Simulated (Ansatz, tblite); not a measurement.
# [V(H2O)6]2+ (VH₁₂O₆ (+2)): one state, many levels

How do method and basis change the picture of [V(H2O)6]2+ (VH₁₂O₆ (+2)) (quartet)?

Method: as each input shows; program: Ansatz 0.2.0, Gaussian basis.

The runs, in order: GFN1-xTB, GFN2-xTB, PBE-D4/def2-TZVP, r2SCAN-D4/def2-TZVP, BHLYP-D4/def2-TZVP, HSE06-D4/def2-TZVP, PBE-D4/def2-SVP, PBE0-D4/def2-SVP, HF/STO-3G, HF/6-31G, B3LYP-D4/6-31G, MP2/def2-TZVP, RPA/def2-TZVP.

2 further runs of the same task are left out: 2 set aside as unsound or not needed.

## 1. The geometry

The quartet was relaxed beforehand with PBE-D4/def2-SVP.

19 atoms, charge 2, spin multiplicity 4.

Bond lengths: V1–O2 2.134 Å, V1–O5 2.134 Å, V1–O8 2.134 Å, V1–O11 2.134 Å, V1–O14 2.135 Å, V1–O17 2.135 Å, O2–H3 0.978 Å, O2–H4 0.977 Å, O5–H6 0.978 Å, O5–H7 0.977 Å, O8–H9 0.977 Å, O8–H10 0.978 Å, O11–H12 0.978 Å, O11–H13 0.978 Å, O14–H15 0.978 Å, O14–H16 0.978 Å, O17–H18 0.978 Å, O17–H19 0.978 Å. Angles: O2–V1–O5 179.8°, O2–V1–O8 91.0°, O2–V1–O11 89.2°, O2–V1–O14 87.9°, O2–V1–O17 92.0°, O5–V1–O8 88.9°, O5–V1–O11 90.9°, O5–V1–O14 92.2°, O5–V1–O17 87.9°, O8–V1–O11 179.8°, O8–V1–O14 90.7°, O8–V1–O17 89.6°, O11–V1–O14 89.3°, O11–V1–O17 90.4°, O14–V1–O17 179.7°, V1–O2–H3 125.1°, V1–O2–H4 128.4°, H3–O2–H4 106.4° and more.

Formally the metal is d3. No spin-orbit coupling is included. The ion is computed in the gas phase, without counter-ions or solvent.

PBE0-D4/def2-TZVP was run before; its log isn't repeated, and its numbers join the tables.

## 2. GFN1-xTB

Tight binding, by tblite at 300 K electronic temperature and without a spin-polarisation term:

```python
tblite.interface.Calculator('GFN1-xTB', numbers, positions, charge=2, uhf=3).singlepoint()
```

Energy -953.8325 eV; 0.012 s.

## 3. GFN2-xTB

Tight binding, by tblite at 300 K electronic temperature and without a spin-polarisation term:

```python
tblite.interface.Calculator('GFN2-xTB', numbers, positions, charge=2, uhf=3).singlepoint()
```

Energy -858.6846 eV; 0.005 s.

## 4. PBE-D4/def2-TZVP

start.molden holds the orbitals of an earlier run on this state, given as this run's starting guess.

in.yaml reads:

```yaml
crystal:
  periodic: [false, false, false]
  atoms:
    - {symbol: V, position_ang: [0.001356, 0.001387, 0.000126]}
    - {symbol: O, position_ang: [0.010673, 0.228430, 2.122201]}
    - {symbol: H, position_ang: [-0.018192, 1.083000, 2.596508]}
    - {symbol: H, position_ang: [0.099621, -0.464407, 2.805919]}
    - {symbol: O, position_ang: [-0.003849, -0.230400, -2.121626]}
    - {symbol: H, position_ang: [0.033202, -1.087232, -2.591286]}
    - {symbol: H, position_ang: [-0.089680, 0.458532, -2.809701]}
    - {symbol: O, position_ang: [2.128815, 0.150490, -0.061165]}
    - {symbol: H, position_ang: [2.738999, 0.294918, 0.688603]}
    - {symbol: H, position_ang: [2.682792, 0.117439, -0.866039]}
    - {symbol: O, position_ang: [-2.126687, -0.150790, 0.055554]}
    - {symbol: H, position_ang: [-2.685179, -0.122672, 0.857490]}
    - {symbol: H, position_ang: [-2.733196, -0.286010, -0.699063]}
    - {symbol: O, position_ang: [-0.178640, 2.123662, -0.147044]}
    - {symbol: H, position_ang: [-1.014349, 2.624220, -0.231102]}
    - {symbol: H, position_ang: [0.543459, 2.771360, -0.268637]}
    - {symbol: O, position_ang: [0.170339, -2.121342, 0.151742]}
    - {symbol: H, position_ang: [-0.559539, -2.759899, 0.275715]}
    - {symbol: H, position_ang: [1.000065, -2.630677, 0.241813]}
basis:
  gaussian: {orbitals: def2-TZVP, initial_orbitals: start.molden}
total_charge: 2
magnetization: {spin_polarized: true, initial_magnetization: 3}
hamiltonian: {xc: pbe, dispersion: d4}
scf: {omitted_lower_state_checks: [starts]}
output: {forces: true, orbitals: {seedname: orbitals}}
```

Run with:

```console
> ansatz run in.yaml --threads 4 --pin off --events-out ev --progress --plain --max-ram 9574MiB
```

After this run come: r2SCAN-D4/def2-TZVP; BHLYP-D4/def2-TZVP; HSE06-D4/def2-TZVP; PBE-D4/def2-SVP; PBE0-D4/def2-SVP; HF/STO-3G; HF/6-31G; B3LYP-D4/6-31G; MP2/def2-TZVP; RPA/def2-TZVP.

**Question.** What will the summary of the whole plan be? Wanted: gap in def2-TZVP, named functionals, smallest and largest; correlation energy, MP2/def2-TZVP; ⟨S²⟩ in def2-TZVP, named functionals, smallest and largest; PBE0 total energy, smallest basis above largest.

As calculated:

| quantity | value |
| --- | --- |
| gap in def2-TZVP, named functionals, smallest and largest | 2.19 eV (PBE-D4), 8.21 eV (BHLYP-D4) |
| correlation energy, MP2/def2-TZVP | -49.03 eV |
| ⟨S²⟩ in def2-TZVP, named functionals, smallest and largest | 3.752, 3.754 |
| PBE0 total energy, smallest basis above largest | 18.19 eV (def2-SVP, def2-TZVP) |

What this shows: Orbital gaps of the named functionals in def2-TZVP span 2.19 eV (PBE-D4) to 8.21 eV (BHLYP-D4); exact exchange widens it.
